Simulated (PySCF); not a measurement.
C₃H₃NS.
Bonds: C1–C2 (double), C2–S3, S3–C4, C4–N5 (triple). Hydrogens: H6, H7 on C1; H8 on C2.

Computed geometry: GFN2-xTB, gas phase.

**Question.** Give the optimised bond lengths and angles.

**Answer.** 
```tsv
bond	length (pm)
C1=C2	131.9
C2–S3	177.3
S3–C4	167.9
C4≡N5	114.6
C1–H6	107.7
C1–H7	107.6
C2–H8	107.9
```

A selection of angles:
```tsv
angle	degrees
C2–C1–H6	122.6
C2–C1–H7	120.4
H6–C1–H7	117.0
C1–C2–S3	126.6
C1–C2–H8	123.8
S3–C2–H8	109.6
C2–S3–C4	100.5
S3–C4–N5	179.4
```

Torsions: C1–C2–S3–C4 0° (synperiplanar).

The 2 C–S bonds span 1.679 Å (S3–C4, drawn single) to 1.773 Å (C2–S3, drawn single), a spread of 0.094 Å. The 5 heavy atoms lie in one plane (0.000 Å rms). Of the pairs four or more bonds apart, C4···H6 is among the closest relative to their van der Waals radii: 2.52 Å, 87 % of the sum of Bondi's values.

Point group: Cs (every atom within 0.08 Å of its image). No frequency check. One conformer, not necessarily the lowest.
